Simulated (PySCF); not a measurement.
C3H7NO (charge +1 and doublet state).
Structure used (GFN2-xTB), in Å, numbered top down from 1:
```
atom  x, y, z in Å
C1    -1.2712   -0.3812   -0.2909
C2    -0.4826    0.7786    0.2384
N3     0.8832    0.3947    0.5731
C4     1.5135   -0.5227   -0.1381
O5     1.0144   -1.2635   -0.9666
H6    -2.1471   -0.0795   -0.8603
H7    -0.5793   -0.9354   -1.0096
H8    -1.5097   -1.1294    0.4649
H9    -0.4640    1.6122   -0.4758
H10   -0.9493    1.1529    1.1611
H11    1.3964    0.9852    1.2152
H12    2.5968   -0.6126    0.0626
```

The hyperfine couplings belong to this conformer and change with its torsions.

The species is `CCNC=[O+]` [radical] (charge +1).

Method: PySCF 2.14.0, UKS B3LYP, pcH-1 on C H N O, non-relativistic, mean-field spin-orbit, GIAO. The structure is a single GFN2-xTB conformer in the gas phase; no vibrational or solvent corrections. The geometry wasn't refined by DFT: couplings that depend on bond lengths, twists or pyramidal angles can differ widely from those at the functional's own minimum, by a factor of two or more for some ions and for spin on atoms past the first row. Stability of the SCF solution: not tested.

Task: The isotropic 13C couplings are -47.3, +25.9, -11.2 MHz. Assign them to C1; C2; C4.

Result: 
```csv
site,a_iso (MHz),ρ(0) (bohr⁻³),position,distance from O5 (Å),spin population,largest |T| (MHz)
C1,+25.9,+0.0230,4 bonds from O5,2.54,+0.23,51.2
C2,-11.2,-0.0100,3 bonds from O5,2.80,0.00,5.8
C4,-47.3,-0.0421,1 bond from O5,1.22,-0.05,9.7
```

Task: The isotropic 1H couplings, averaged over equivalent nuclei, are +208.3, +84.7, +51.6, -3.8 MHz. Assign them to H6/H7/H8; H9/H10; H11; H12.

Result: 
| site | a_iso (MHz) | ρ(0) (bohr⁻³) | position | distance from O5 (Å) | bound to | spin population there | largest \|T\| (MHz) |
| --- | --- | --- | --- | --- | --- | --- | --- |
| H6/H7/H8 | +84.7 | +0.0190 | 5 bonds from O5, on C1 of spin population +0.23 | 2.64 | C1 | +0.23 | 27.0 |
| H9/H10 | +51.6 | +0.0115 | 4 bonds from O5 | 3.52 | C2 | 0.00 | 5.4 |
| H11 | -3.8 | -0.0009 | 3 bonds from O5 | 3.16 | N3 | +0.04 | 6.6 |
| H12 | +208.3 | +0.0466 | 2 bonds from O5 | 2.00 | C4 | -0.05 | 9.6 |

ρ(0) is the spin density at the nucleus and T the dipolar tensor; entries for several nuclei are means. The Mulliken spin populations are largest on O5 (+0.60), C1 (+0.23) and H12 (+0.08).

β density exceeds α density at some nuclei, such as C4 (-0.0421) and C2 (-0.0100), spin density in bohr⁻³. In a single determinant that takes different orbitals for the two spins, that is spin polarisation.

Nuclei that the bonding pattern makes equivalent are averaged, as if the motion that swaps them (rotation, inversion, ring flip) were fast. The three 1H nuclei of mean +84.7 MHz run from 12.8 to 210.1 MHz in the frozen geometry. The 1H value of +51.6 MHz is a mean of couplings from 5.9 to 97.3 MHz in this one geometry, not an average over conformers.
